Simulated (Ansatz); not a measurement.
# How far each method lies from UCCSDT(Q) for [BH2···H···NH], triplet

Geometry: a point of a hydrogen-transfer path between rigid fragments, not a stationary point.

```yaml
atoms:
  - { symbol: B, position_ang: [-1.4985, 0.0351, 0.0000] }
  - { symbol: H, position_ang: [-2.0952, 1.0687, 0.0000] }
  - { symbol: H, position_ang: [-2.0952, -0.9985, 0.0000] }
  - { symbol: H, position_ang: [0.0405, 0.0351, 0.0000] }
  - { symbol: N, position_ang: [1.3395, 0.0351, 0.0000] }
  - { symbol: H, position_ang: [1.6086, -0.9691, 0.0000] }
```

Basis cc-pVDZ; Ansatz 0.2.0. Only valence electrons are correlated (noble-gas cores frozen), which leaves 12 electrons in 46 orbitals. Prefix R: restricted or restricted open-shell reference; prefix U: unrestricted. Active spaces: pair = (4e, 4o) about the gap.

Full CI isn't at hand for all of this; UCCSDT(Q) serves as the reference, and is uncertain by about the last step of the cluster series. The frozen core follows each run's orbitals, which can shift R against U totals by a few meV.

For open shells CISD is restricted-active-space CI with the open shells as a complete middle space.

```
UHF ⟨S²⟩                          : 2.057
T1 diagnostic (RCCSD)             : 0.0256
largest doubles amplitude (RCCSD) : 0.051
T1 diagnostic (UCCSD)             : 0.0171
```

| level | E − E(UCCSDT(Q)) (kcal/mol) | share of correlation (%) | wall time |
| --- | --- | --- | --- |
| RHF | 178.69 | 0.00 | – |
| UHF | 167.71 | 6.14 | – |
| RMP2 | 29.52 | 83.48 | – |
| UMP2 | 31.74 | 82.24 | – |
| CISD | 17.92 | 89.97 | 11 s |
| RCCSD | 4.57 | 97.44 | – |
| UCCSD | 4.29 | 97.60 | – |
| RCCSD(T) | 0.87 | 99.52 | 14 s |
| UCCSD(T) | 0.88 | 99.51 | 12 s |
| BCCD(T) | 0.89 | 99.50 | 7 s |
| RCCSDT | 0.27 | 99.85 | – |
| UCCSDT | 0.23 | 99.87 | – |
| RCCSDT(Q) | 0.02 | 99.99 | 1.8 min |
| CASSCF (pair space) | 159.10 | 10.96 | – |
| MRCISD (pair space) | 14.82 | 91.71 | – |
| MRCISD+Q (pair space) | 1.48 | 99.17 | 4.2 s |

The correlation energy at UCCSDT(Q), counted from RHF, is -7.749 eV. That run took 92 s on 1 thread of Arm Neoverse N1, shared host.

Times hold each run's SCF and search for its determinant on a shared host, so for small cases they say little of a method's own cost; they ran on 1 thread of Arm Neoverse N1.
